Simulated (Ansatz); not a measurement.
Mulliken charges of CHF₃S, SMILES `FC(F)(F)S` from ωB97M-V/def2-TZVPP in Ansatz (PBE0-D4/def2-TZVP geometry).

```tsv
atom	x (Å)	y (Å)	z (Å)	charge (e)
F1	0.556	-0.905	1.298	-0.151
C2	0.126	-0.395	0.147	0.404
F3	-0.982	-1.045	-0.208	-0.150
F4	1.042	-0.650	-0.788	-0.150
S5	-0.150	1.372	0.387	-0.075
H6	-0.549	1.558	-0.881	0.122
```

Problem. By hand: the dipole of these point charges (1 e Å = 4.8032 D).

Solution. Σ q r = (-0.098, 0.319, -0.124) e Å, of length 0.356 e Å = 1.71 D.

Problem. How does the dipole of the full density compare? (Best estimate.)

Solution. The calculation gave: (-0.091, 0.260, -0.140) e Å, 1.48 D; the point charges give 1.16 times that, at 7° from its direction.

Point charges leave out the atoms' own dipoles, such as those of lone pairs, and Mulliken's split depends on the basis, so the two needn't agree.
